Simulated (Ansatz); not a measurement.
The same path of C3H7FO (12 atoms, charge 0, multiplicity 1) was run twice with different band settings. The coordinate that changes most is the dihedral H6–O1–C2–H7.

Theory: RKS B3LYP-D4/6-31G* in Ansatz 0.2.0.

Relaxed end points:

```xyz
12
Properties=species:S:1:pos:R:3
O -1.159 -0.831 1.668
C -0.860 -0.419 0.339
C 0.567 0.113 0.333
C 1.020 0.551 -1.047
F 0.175 1.553 -1.528
H -2.092 -1.092 1.695
H -1.543 0.371 -0.005
H -0.944 -1.261 -0.370
H 1.245 -0.668 0.699
H 0.637 0.956 1.031
H 0.992 -0.282 -1.762
H 2.040 0.953 -1.020
```

```xyz
12
Properties=species:S:1:pos:R:3
O -1.344 -1.098 1.473
C -0.903 -0.563 0.231
C 0.492 0.057 0.322
C 0.991 0.579 -1.014
F 0.124 1.567 -1.485
H -1.477 -0.354 2.080
H -1.612 0.177 -0.166
H -0.891 -1.409 -0.465
H 1.198 -0.693 0.701
H 0.482 0.885 1.044
H 1.027 -0.222 -1.765
H 1.991 1.019 -0.924
```

Common settings: movable images 5; climbing image yes; optimiser quadratic models (default); start path IDPP; force threshold 0.03 eV/Å; iteration limit 60; end points relaxed.

| run | spring |
| --- | --- |
| 1 | 5.0 eV/Å² |
| 2 | 2.0 to 10.0 eV/Å², energy-weighted |

Problem. What does each run give, and how far can it be trusted?

Solution. Run 1: converged after 5 iterations, highest image 0.038 eV above the first end. A vibrational analysis at the climbing image gives one clearly imaginary mode, 285i cm⁻¹: a first-order saddle point.
Run 2: converged after 5 iterations, highest image 0.038 eV above the first end. Another band between the same ends (5 images) ends at a top of the same energy, where a vibrational analysis finds 1 clearly imaginary mode.
